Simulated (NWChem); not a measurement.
# methylamine (CH$_{5}$N); SMILES CN

```xyz
7

C     -0.0077     0.6900     0.0000
N     -0.0967    -0.7537     0.0000
H     -0.5281     1.0968    -0.8817
H     -0.5281     1.0968     0.8817
H      1.0167     1.1197     0.0000
H      0.3764    -1.1414    -0.8133
H      0.3764    -1.1414     0.8133
```
Atoms are numbered in this order, from 1.

Results from NWChem. Geometry optimised at PBE0/def2-SVP; all other runs use it. 

```csv
quantity,level,value
solvation free energy (kcal/mol) in n-hexane,"PBE0/def2-SVP, SMD",-1.6
"anisotropy (bohr³), static",CAM-B3LYP/def2-SVPD,3.5
"vertical, lowest state with f > 0.02, singlet (eV)","CAM-B3LYP/def2-SVPD, TDA",7.52
−ε(HOMO) (eV),CAM-B3LYP/def2-SVP,[?]
dipole (D),PBE0/def2-SVP,[?]
highest harmonic frequency (cm⁻¹),PBE0/def2-SVP,[?]
```

### Question
Complete the blanks.

### Answer

- −ε(HOMO) (eV), value: 7.94
- dipole (D), value: 1.34
- highest harmonic frequency (cm⁻¹), value: 3627
